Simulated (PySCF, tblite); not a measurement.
Compound: C₄H₂ClS (doublet state).
Atom-mapped SMILES: `[Cl:1][c:2]1[cH:3][cH:4][c:5][s:6]1` (hydrogens: H7 on C3; H8 on C4)

The geometry is computed with GFN2-xTB (gas phase). This method treats the open shell by occupation alone, without spin polarisation.

(1) List the bond lengths and angles at this level.

Answers

(1) 
| bond | length (pm) |
| --- | --- |
| Cl1–C2 | 170.6 |
| C2–C3 | 135.9 |
| C3–C4 | 142.8 |
| C4–C5 | 133.9 |
| C5–S6 | 169.7 |
| C2–S6 | 175.0 |
| C3–H7 | 107.5 |
| C4–H8 | 107.3 |

A selection of angles:
| angle | degrees |
| --- | --- |
| Cl1–C2–C3 | 127.1 |
| Cl1–C2–S6 | 120.6 |
| C3–C2–S6 | 112.3 |
| C2–C3–C4 | 112.3 |
| C2–C3–H7 | 124.3 |
| C4–C3–H7 | 123.3 |
| C3–C4–C5 | 110.4 |
| C3–C4–H8 | 123.5 |
| C5–C4–H8 | 126.1 |
| C4–C5–S6 | 116.1 |
| C2–S6–C5 | 88.8 |

The 6 heavy atoms lie in one plane (0.001 Å rms). C3 (carbon bonded to 2 C and H) is planar (angles 124.3°, 123.3° and 112.3°, sum 360.0°, 0.00 Å off the plane of its three neighbours). C2 (carbon bonded to C, Cl and S) is planar (angles 127.1°, 120.6° and 112.3°, sum 360.0°, 0.00 Å off the plane of its three neighbours). The 5-membered ring C2–C3–C4–C5–S6 has internal angles of 88.8° to 116.1° (sum 540°, against 540° for a flat polygon); it is planar, 0.00 Å rms from its mean plane, widest ring torsion 0°. S6 (sulfur bonded to 2 C) is bent (angle 88.8°). The C–C distances run from 1.339 Å (C4–C5, aromatic) to 1.428 Å (C3–C4, aromatic), a spread of 0.089 Å. C5 (carbon bonded to C and S) is bent (angle 116.1°).

Point group: Cs (tolerance 0.08 Å). Its GFN2-xTB frequencies are all real (lowest 192 cm⁻¹).
